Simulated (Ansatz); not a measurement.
H₂O₂, SMILES OO (connectivity only; charge and spin as stated), charge +1, multiplicity 2.

Coordinates come from a ωB97X-D3(BJ)/def2-TZVP optimisation. The spin state was assumed, not searched.

Two levels are set side by side: PBE/def2-TZVPD (Ansatz, a quantum-chemistry and plane-wave program) and CAM-B3LYP/def2-TZVPD (Ansatz). Energy differences of separate SCF runs at the same geometry; the states with an electron removed or added have multiplicity 1 and 1. Differences are taken from unrounded values.

```
quantity                         CAM-B3LYP    PBE  PBE minus CAM-B3LYP
-------------------------------  ---------  -----  -------------------
vertical ionisation energy (eV)      22.72  22.20                -0.52
vertical electron affinity (eV)      10.01   9.64                -0.36
```
